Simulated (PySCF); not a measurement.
Species: 1-chloro-2-methylpropane, C4H9Cl.
Atom-mapped SMILES: `[CH3:1][CH:2]([CH3:3])[CH2:4][Cl:5]` (hydrogens: H6, H7, H8 on C1; H9 on C2; H10, H11, H12 on C3; H13, H14 on C4)

Structure used (GFN2-xTB), in Å, numbered top down from 1:
```xyz
14
C4H9Cl angstrom
C      1.261   -0.682   -0.139
C     -0.020   -0.050    0.396
C      0.025    1.471    0.251
C     -1.241   -0.586   -0.344
Cl    -1.478   -2.327   -0.034
H      2.121   -0.322    0.419
H      1.399   -0.429   -1.189
H      1.218   -1.765   -0.047
H     -0.122   -0.300    1.457
H      0.888    1.869    0.778
H      0.102    1.752   -0.797
H     -0.871    1.927    0.665
H     -1.128   -0.471   -1.422
H     -2.154   -0.089   -0.015
```

The calculation used TDDFT CAM-B3LYP/def2-SVPD, vertical, gas phase, core orbitals frozen in the response in PySCF.

Computed states:

```
state  E (eV)       f
   S1    7.45  0.0033
   S2    7.49  0.0049
   S3    8.20   0.017
   S4    8.26   0.029
   S5    8.94  0.0020
   S6    8.98   0.043
   S7    9.11   0.043
   S8    9.11   0.011
```

Each state is given a Gaussian of 0.4 eV full width at half maximum, with ε(max) = 2.175×10⁸ f / Δν̃ (Δν̃ the width in cm⁻¹). The width is an assumption, not a result. The curve ends short of the highest state used, and states not computed would add to its high-energy end.

(1) What does the envelope look like, and where are its maxima?

(2) Coming from long wavelengths, where does ε first pass 100 L mol⁻¹ cm⁻¹?

## Answers

(1) 
E (eV), ε (L mol⁻¹ cm⁻¹) and a bar:
```
     6.85          1 
     6.90          2 
     6.94          4 
     6.99         10 
     7.04         22 
     7.09         44 
     7.14         82 #
     7.18        125 #
     7.23        198 ##
     7.28        288 ###
     7.33        385 ####
     7.37        456 ####
     7.42        521 #####
     7.47        548 #####
     7.52        529 #####
     7.56        484 #####
     7.61        403 ####
     7.66        314 ###
     7.71        238 ##
     7.75        203 ##
     7.80        208 ##
     7.85        288 ###
     7.90        467 #####
     7.94        695 #######
     7.99       1089 ###########
     8.04       1584 ###############
     8.09       2125 #####################
     8.13       2530 #########################
     8.18       2917 ############################
     8.23       3092 ##############################
     8.28       3012 #############################
     8.32       2776 ###########################
     8.37       2326 #######################
     8.42       1799 #################
     8.47       1299 #############
     8.51        976 #########
```

Maxima: 166 nm (7.47 eV), ε about 550, made up of S1 (41%) and S2 (59%); 150 nm (8.24 eV), ε about 3100, made up of S3 (37%) and S4 (63%) (ε in L mol⁻¹ cm⁻¹; maxima over ε = 5, shares over 10%).

(2) At about 173 nm (7.16 eV), 0.29 eV below S1.

One conformer stands for the species.
